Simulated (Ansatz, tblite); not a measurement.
How well does each level of theory give the zone-centre TO phonon frequency of zinc-blende GaSb?

Reference value: 224 cm⁻¹ (measured, temperature not stated, no zero-point or thermal correction; as tabulated in Giannozzi et al., Phys. Rev. B (1991)).

| level (code) | value (cm⁻¹) | cell (Å³/atom) |
|---|---|---|
| GFN2-xTB (tblite) | 111 | 34.52 |
| LDA (Ansatz) | 226 | 27.65 |
| PBE (Ansatz) | 210 | 29.99 |
| r²SCAN+rVV10 (Ansatz) | (withheld) | 28.43 |
| HSE06 (Ansatz) | 226 | 28.92 |

Q: What belongs in the gaps?

A: 
- r²SCAN+rVV10 (Ansatz, a program for electronic structure), value (cm⁻¹): 227

Differences against the reference: GFN2-xTB -50 %, LDA +0.9 %, PBE -6.2 %, r²SCAN+rVV10 +1.3 %, HSE06 +0.9 %.

Leaving aside GFN2-xTB (imaginary modes in this run): Any of these levels can be the nearest once the reference is moved by up to 3.0 % (a margin picked here for doubts on the reference and the settings, and for temperature and zero-point motion) and values within 0.7 % count as equal. Within 10 %: LDA, PBE, r²SCAN+rVV10, HSE06.

The measured value isn't corrected to a static lattice, so vibrations enter the comparison.  GFN2-xTB: the method was fitted mainly to molecules. GFN2-xTB: the run uses a supercell at the zone centre in place of a k mesh. LDA, PBE: the solid has no gap at this level, which affects its response. Each level is taken at its own relaxed cell. Cutoffs and k meshes differ between the levels. Ansatz's density-functional and Hartree–Fock values are scalar-relativistic unless marked +SOC, with PAW data made under PBE.

Differences are worked out from the printed values.
